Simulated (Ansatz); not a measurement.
**HClF, doublet: from triple and quadruple zeta to the limit**

```xyz
3

Cl    0.0000    0.0000   -1.5030
H     0.0000    0.0000    0.2140
F     0.0000    0.0000    1.2890
```

Connectivity, by distances: Cl ··· FH.

Ansatz 0.2.0, UHF determinant, valence electrons correlated. Energies in eV.

```
       set  X  functions  Hartree–Fock  MP2 correlation  CCSD(T) correlation                                                                                                             time
def2-TZVPP  3         87   -15224.9565         -12.0534             -13.0592                 12 s on 1 × NVIDIA H100 80GB HBM3 with 1 thread of AMD EPYC 7R13 Processor (Zen 3) (shared host)
def2-QZVPP  4        157   -15225.4370         -13.2585             -14.2508  17 s on 1 × NVIDIA H100 80GB HBM3 with 1 thread of AMD EPYC 7R13 Processor (Zen 3), with other jobs on the host
```

Hartree–Fock is taken to follow E(X) = E∞ + A·exp(−7.88·√X), correlation E(X) = E∞ + B·X^−2.97.

Task: Work out the CCSD(T) energy at the limit, and how far the shortcut misses it that extrapolates MP2 and adds CCSD(T) minus MP2 from the smaller set.

Result: Hartree–Fock: E∞ = E4 + 0.1377·(E4 − E3) = -15225.5032. Correlation: E∞ = E4 + 0.7407·(E4 − E3) = -15.1334 for CCSD(T) and -14.1512 for MP2. The limit is -15240.6366 eV, 0.949 eV below def2-QZVPP. The shortcut gives a correlation energy of -14.1512 + (-1.0058) = -15.1570, 24 meV lower than the direct value.

Past Ne part of the Hartree–Fock step between the two sets comes from the cores, which don't follow the formula, so the 66 meV that it adds to the total can overshoot; that part largely cancels in differences.
